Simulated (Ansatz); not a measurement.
Input file:

```yaml
crystal:
  periodic: [false, false, false]
  atoms:
    - {symbol: Ge, position_ang: [0.000000, 0.000000, 0.000000]}
    - {symbol: F, position_ang: [0.000000, 0.000000, 1.676300]}
basis:
  gaussian: {orbitals: STO-3G}
total_charge: 1
correlation: {method: fic_mrcisd_q_relaxed, electrons: outside_noble_gas, active_space: {window: {electrons: 2, orbitals: 2}}}
```

```sh
$ ansatz run in.yaml --threads 1 --pin off --events-out ev --progress --plain --max-ram 2393MiB
```

Output:

```
247 factors; integrals over basis functions are off by at most 3.1e-5 eV
mean field evaluation 1: about -58487.6210 eV, gradient 2.9e1 eV
mean field evaluation 2: about -58487.6556 eV, gradient 2.9e1 eV
mean field evaluation 4: about -58493.0315 eV, gradient 2.1e0 eV
mean field evaluation 8: about -58493.0807 eV, gradient 1.3e-3 eV
mean field -58493.08066326 eV, -2149.5810663408 hartree, gradient 2.7e-6 eV, S^2 0.000000; 0 other end points of the search recorded, 0 dependent functions left out
reference -58493.08066326 eV, -2149.5810663408 hartree; 20, 20 occupied and 3, 3 virtual orbitals, 247 factors
state -58493.52225298 eV, -2149.5972944636 hartree
contracted CI cycle   1: correlation 0.00000000 eV, 0.0000000000 hartree, residual 7.28e0 eV
contracted CI cycle   2: correlation -1.30281784 eV, -0.0478776725 hartree, residual 3.41e0 eV
contracted CI cycle   3: correlation -1.74023386 eV, -0.0639524147 hartree, residual 1.33e0 eV
contracted CI cycle   4: correlation -1.79645107 eV, -0.0660183593 hartree, residual 7.32e-1 eV
contracted CI cycle   5: correlation -1.81133303 eV, -0.0665652612 hartree, residual 3.31e-1 eV
contracted CI cycle   6: correlation -1.81437408 eV, -0.0666770178 hartree, residual 9.19e-2 eV
contracted CI cycle   7: correlation -1.81457512 eV, -0.0666844056 hartree, residual 2.76e-2 eV
contracted CI cycle   8: correlation -1.81459946 eV, -0.0666853003 hartree, residual 1.34e-2 eV
contracted CI cycle   9: correlation -1.81460398 eV, -0.0666854662 hartree, residual 6.32e-3 eV
contracted CI cycle  10: correlation -1.81460481 eV, -0.0666854968 hartree, residual 2.74e-3 eV
contracted CI cycle  11: correlation -1.81460503 eV, -0.0666855047 hartree, residual 7.54e-4 eV
contracted CI cycle  12: correlation -1.81460504 eV, -0.0666855051 hartree, residual 1.79e-4 eV
state -58493.52225298 eV, -2149.5972944636 hartree; corrected -58495.51168702 eV, -2149.6704048160 hartree
state -58493.39458352 eV, -2149.5926026976 hartree
contracted CI cycle   1: correlation 0.00000000 eV, 0.0000000000 hartree, residual 8.43e0 eV
contracted CI cycle   2: correlation -1.43814142 eV, -0.0528507224 hartree, residual 3.05e0 eV
contracted CI cycle   3: correlation -1.84124901 eV, -0.0676646529 hartree, residual 1.14e0 eV
contracted CI cycle   4: correlation -1.89159974 eV, -0.0695150082 hartree, residual 4.33e-1 eV
contracted CI cycle   5: correlation -1.89826123 eV, -0.0697598135 hartree, residual 1.48e-1 eV
contracted CI cycle   6: correlation -1.89902274 eV, -0.0697877983 hartree, residual 5.95e-2 eV
contracted CI cycle   7: correlation -1.89912796 eV, -0.0697916651 hartree, residual 2.17e-2 eV
contracted CI cycle   8: correlation -1.89914877 eV, -0.0697924300 hartree, residual 1.04e-2 eV
contracted CI cycle   9: correlation -1.89915207 eV, -0.0697925513 hartree, residual 4.38e-3 eV
contracted CI cycle  10: correlation -1.89915269 eV, -0.0697925740 hartree, residual 1.28e-3 eV
contracted CI cycle  11: correlation -1.89915273 eV, -0.0697925757 hartree, residual 4.24e-4 eV
state -58493.39458352 eV, -2149.5926026976 hartree; corrected -58495.45843085 eV, -2149.6684476879 hartree
state -58493.52225298 eV, -2149.5972944636 hartree; corrected -58495.51168702 eV, -2149.6704048160 hartree
2 active orbitals were swapped for others, from the solution at -58493.39457020 eV, -2149.5926022078 hartree to that at -58493.52222891 eV, -2149.5972935789 hartree; typed "places" are swapped only where nearly empty or full, and so, without "given_window_search", are "orbital_numbers", "shells" and a window whose orbitals a file names under [Active]
Total energy: -58495.51168702 eV, -2149.6704048160 hartree
```

Ran on 1 thread of Arm Neoverse V2, shared host: 0.78 s wall, 0.08 GiB peak host memory.
